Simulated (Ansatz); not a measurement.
## Errors in the dipole moment

10 molecules holding an element from Na to Cl; the dipole moment in D, computed less measured. Shapes, held fixed at every level: PBE0-D4/def2-TZVP. No vibrational averaging. Dipoles are compared by magnitude; molecules under 1 D, whose direction can flip, are left out. Programs: Ansatz 0.2.0. Measured values: NIST CCCBDB.

Levels: A = PBE-D4/def2-TZVPP; B = r2SCAN-D4/def2-TZVPP; C = B3LYP-D4/def2-TZVPP; D = wB97M-V/def2-TZVPP.

| molecule | measured | A | B | C | D |
| --- | --- | --- | --- | --- | --- |
| PF3 (SMILES FP(F)F) | 1.03 | -0.19 | -0.18 | +0.02 | +0.04 |
| CH3Cl (chloromethane) | 1.87 | -0.05 | +0.05 | +0.01 | +0.01 |
| CHCl2F (dichlorofluoromethane) | 1.29 | -0.13 | -0.06 | -0.04 | -0.04 |
| SiH2Cl2 (dichlorosilane (DCS)) | 1.13 | -0.09 | -0.02 | +0.01 | 0.00 |
| SiH3Cl (SMILES [SiH3]Cl) | 1.31 | -0.15 | -0.09 | -0.06 | -0.07 |
| CH4S (methanethiol) | 1.52 | +0.01 | +0.08 | 0.00 | -0.01 |
| C2H6S (dimethyl sulfide) | 1.50 | +0.01 | +0.10 | +0.02 | +0.01 |
| C2H6OS (dimethyl sulfoxide) | 3.96 | -0.27 | -0.12 | -0.03 | +0.03 |
| C3H6Cl2 (2,2-dichloropropane) | 2.27 | -0.09 | +0.05 | -0.04 | -0.04 |
| C4H9Cl (2-chloro-2-methylpropane) | 2.13 | -0.04 | +0.10 | +0.03 | +0.03 |

(1) Which level does best on this set, which worst, and which err to one side?

Results:

(1) 
```json
{"level": "PBE-D4/def2-TZVPP", "kind": "GGA", "mean error": "-0.099", "mean absolute error": "0.103", "worst case": "C2H6OS"}
{"level": "r2SCAN-D4/def2-TZVPP", "kind": "meta-GGA", "mean error": "-0.009", "mean absolute error": "0.085", "worst case": "PF3"}
{"level": "B3LYP-D4/def2-TZVPP", "kind": "global hybrid", "mean error": "-0.008", "mean absolute error": "0.026", "worst case": "SiH3Cl"}
{"level": "wB97M-V/def2-TZVPP", "kind": "range-separated hybrid", "mean error": "-0.004", "mean absolute error": "0.028", "worst case": "SiH3Cl"}
```

On this set B3LYP-D4/def2-TZVPP has the smallest mean absolute error and PBE-D4/def2-TZVPP the largest. PBE-D4/def2-TZVPP is too low in 8 of 10. The smallest two are near a tie. The largest two are near a tie. The set is small.
